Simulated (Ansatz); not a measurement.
Reaction (SMILES): [O]N=O → O=N[O-] (an electron is taken up)
B3LYP-D3(BJ)/def2-TZVP geometries, fixed; electronic energies without zero-point terms; positive where energy is released.
Largest species:
```xyz
3

N      0.0007    -0.0065     0.3208
O      0.0274     1.0999    -0.1182
O     -0.0281    -1.0942    -0.1625
```
Charge 0, spin multiplicity 2.

How fast the adiabatic electron affinity converges with the basis for several methods (Ansatz, a program for electronic structure): deviation from each method's own reference, in eV. References: B2PLYP 2.115 eV, the value in aug-pcseg-3; PBE 1.988 eV, the value in aug-pcseg-3; PBE0 1.995 eV, the value in aug-pcseg-3. Cartesian d functions, on some or all atoms, in 6-31G**; all else is spherical. In correlated methods cores are frozen. Open shells are unrestricted. No added dispersion term, no relativity. 

| basis | functions | B2PLYP | PBE | PBE0 |
|---|---|---|---|---|
| STO-3G | 15 | -5.442 | -5.212 | -4.883 |
| pcseg-0 | 27 | -0.704 | -0.666 | -0.296 |
| 6-31G | 27 | -0.604 | -0.619 | -0.295 |
| cc-pVDZ | 42 | -1.216 | -1.226 | -0.965 |
| pcseg-1 | 42 | -0.608 | -0.625 | -0.394 |
| 6-31G** | 45 | -0.960 | -1.010 | -0.766 |
| 6-311G** | 54 | -0.865 | -0.842 | -0.639 |
| aug-cc-pVDZ | 69 | 0.034 | 0.061 | 0.079 |
| def2-TZVPP | 93 | -0.320 | -0.353 | -0.251 |
| aug-pcseg-2 | 138 | 0.001 | 0.014 | 0.018 |
| def2-QZVPP | 171 | -0.168 | -0.213 | -0.146 |
| aug-cc-pVQZ | 240 | 0.009 | -0.003 | 0.001 |

Mean absolute deviation over 6-311G**, def2-TZVPP, aug-pcseg-2: PBE0 0.302, B2PLYP 0.395, PBE 0.403 eV.
